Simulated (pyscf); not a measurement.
Single points on ωB97X-D3(BJ)/def2-SVP structures (PySCF, gas phase).

Estimate by transition-state theory the rate constant of HO–SiH₂–NH–AlH₂ (SMILES O[SiH2][NH][AlH2]) + H₂ (SMILES [H][H]) → H₂N–SiH₂–OH (SMILES N[SiH2]O) + AlH₃ (SMILES [AlH3]) (singlet surface; Al–N, H–H broken, H–N, Al–H formed) at 900 K, with ωB97M-D3(BJ)/def2-TZVP energies (ideal gas, 1 atm, RRHO with modes under 100 cm⁻¹ raised to 100, one conformer, R ln 2 for chiral ones without a mode under 150 cm⁻¹; no tunnelling).

The electronic barrier is 26.2 kcal/mol and the thermal terms add +26.5, so ΔG‡ = 52.7 kcal/mol. With k_BT/h = 1.88e+13 s⁻¹ and RT = 1.788 kcal/mol, and a volume of 1.23e-19 cm³ per molecule at 1 atm, k = 3.7e-19 cm³ molecule⁻¹ s⁻¹. Wigner's tunnelling factor for 1386i cm⁻¹ would be 1.20. A shift of 1 kcal/mol in the barrier changes k by a factor 1.7. On the product side the descent ends in an adduct with a Al–N contact, 32.0 kcal/mol under the separated species and 31.0 kcal/mol under the saddle at ωB97X-D3(BJ)/def2-TZVP. What is counted as broken (Al–N) persists as a longer contact in the product adduct; parting that adduct is a step of its own. At the saddle there is also a short Al–H contact that neither side keeps. HO–SiH₂–NH–AlH₂ is closed by a dative Al–O, Al–Si contact. HO–SiH₂–NH–AlH₂ lies 17.2 kcal/mol over its isomer H₂N–AlH–O–SiH₃ (electronic energy, ωB97M-D3(BJ)). This is the saddle that the search found; another between the same sides may lie lower.
